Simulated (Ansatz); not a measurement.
**C4H8Cl2: taking an electron away**

Aim: the vertical ionisation energy of C4H8Cl2, as cation minus neutral at the neutral's geometry, on several levels, and how well −ε(HOMO) stands in for it.

Computed with Ansatz 0.2.0, Gaussian basis. Level: unrestricted cation, the program's frozen cores in correlated methods.

Plan: UKS PBE-D4/def2-TZVPP; UKS r2SCAN-D4/def2-TZVPP; UKS PBE0-D4/def2-TZVPP; UKS B3LYP-D4/def2-TZVPP; UKS wB97X-V/def2-TZVPP; UKS wB97M-V/def2-TZVPP; UKS B2PLYP/def2-TZVPP; UHF-CCSD(T)/def2-TZVPP; UHF-MP2/def2-QZVPP; extrapolation to the limit; then −ε(HOMO) from the neutral's earlier runs with LDA (SPW92), PBE-D4, revPBE-D4, BLYP-D4, r2SCAN-D4, B97M-V, PBE0-D4, B3LYP-D4, r2SCANh-D4, r2SCAN0-D4, HSE06-D4, BHLYP-D4, CAM-B3LYP-D4, LC-ωPBE, ωB97X-V, ωB97M-V.

## Step 1: Structure used throughout

An earlier PBE0-D4 in a triple-zeta def2 set relaxation fixed the geometry.

SMILES `CC(Cl)CCCl`, 14 atoms, charge 0, spin multiplicity 1.

Atoms are counted from 1 here; the program's logs count them from 0.

Bond lengths: C1–C2 1.510 Å, C1–H7 1.090 Å, C1–H8 1.092 Å, C1–H9 1.094 Å, C2–Cl3 1.804 Å, C2–C4 1.516 Å, C2–H10 1.092 Å, C4–C5 1.511 Å, C4–H11 1.095 Å, C4–H12 1.093 Å, C5–Cl6 1.783 Å, C5–H13 1.088 Å, C5–H14 1.091 Å. Angles: C2–C1–H7 111.0°, C2–C1–H8 110.6°, C2–C1–H9 109.6°, H7–C1–H8 108.5°, H7–C1–H9 108.5°, H8–C1–H9 108.5°, C1–C2–Cl3 109.1°, C1–C2–C4 112.6°, C1–C2–H10 110.3°, Cl3–C2–C4 110.0°, Cl3–C2–H10 104.3°, C4–C2–H10 110.1°, C2–C4–C5 113.4°, C2–C4–H11 107.6°, C2–C4–H12 109.5°, C5–C4–H11 109.1°, C5–C4–H12 109.9°, H11–C4–H12 107.1° and more.

## Step 2: Cation, UKS PBE-D4/def2-TZVPP

in.yaml reads:

```yaml
crystal:
  periodic: [false, false, false]
  atoms:
    - {symbol: C, position_ang: [-1.529313, -1.176822, 0.422253]}
    - {symbol: C, position_ang: [-0.137211, -0.785768, -0.013674]}
    - {symbol: Cl, position_ang: [1.067012, -1.603050, 1.051853]}
    - {symbol: C, position_ang: [0.080692, 0.714442, 0.011216]}
    - {symbol: C, position_ang: [1.434613, 1.132109, -0.512712]}
    - {symbol: Cl, position_ang: [1.584820, 2.908272, -0.536207]}
    - {symbol: H, position_ang: [-1.654871, -2.259547, 0.405814]}
    - {symbol: H, position_ang: [-1.730020, -0.820631, 1.434537]}
    - {symbol: H, position_ang: [-2.264663, -0.731301, -0.253576]}
    - {symbol: H, position_ang: [0.072190, -1.179698, -1.010776]}
    - {symbol: H, position_ang: [-0.699529, 1.173063, -0.605461]}
    - {symbol: H, position_ang: [-0.054434, 1.086452, 1.030444]}
    - {symbol: H, position_ang: [2.239963, 0.752393, 0.112639]}
    - {symbol: H, position_ang: [1.590761, 0.790076, -1.536361]}
basis:
  gaussian: {orbitals: def2-TZVPP}
total_charge: 1
magnetization: {spin_polarized: true, initial_magnetization: 1}
hamiltonian: {xc: pbe, dispersion: d4}
```

Run with:

```
> ansatz run in.yaml --threads 2 --pin off --events-out ev --progress --plain --max-ram 32768MiB --backend cuda --devices 0, --max-vram 18GiB
```

The runs that follow: Cation, UKS r2SCAN-D4/def2-TZVPP; Cation, UKS PBE0-D4/def2-TZVPP; Cation, UKS B3LYP-D4/def2-TZVPP; Cation, UKS wB97X-V/def2-TZVPP; Cation, UKS wB97M-V/def2-TZVPP; Cation, UKS B2PLYP (frozen core)/def2-TZVPP; Cation, UHF-CCSD(T)/def2-TZVPP; Cation, UHF-MP2/def2-QZVPP.

Before running them: what should the planned runs give, taken together? Wanted: ionisation energy, CCSD(T)/CBS; nearest functional by difference; nearest −ε(HOMO); −ε(HOMO) of PBE; T1 of the cation.

As calculated:

```
                        quantity               value
  ionisation energy, CCSD(T)/CBS            11.04 eV
nearest functional by difference  ωB97X-V (-0.22 eV)
                nearest −ε(HOMO)  LC-ωPBE (+0.06 eV)
                 −ε(HOMO) of PBE             6.86 eV
                T1 of the cation               0.051
```

In words: Energy differences with functionals land within 1.35 eV of the reference. −ε(HOMO) of PBE misses by 4.2 eV, since self-interaction lifts the level. Among orbital estimates LC-ωPBE comes nearest. Hartree-Fock falls 1.00 eV short, as the neutral has more correlation energy than the cation. The cation's T1 (from the report) is 0.051, above the customary mark of 0.045 for open shells, so the coupled-cluster value is less safe. The cation may have settled in a state other than its lowest; no search over hole states beyond the program's own was made.
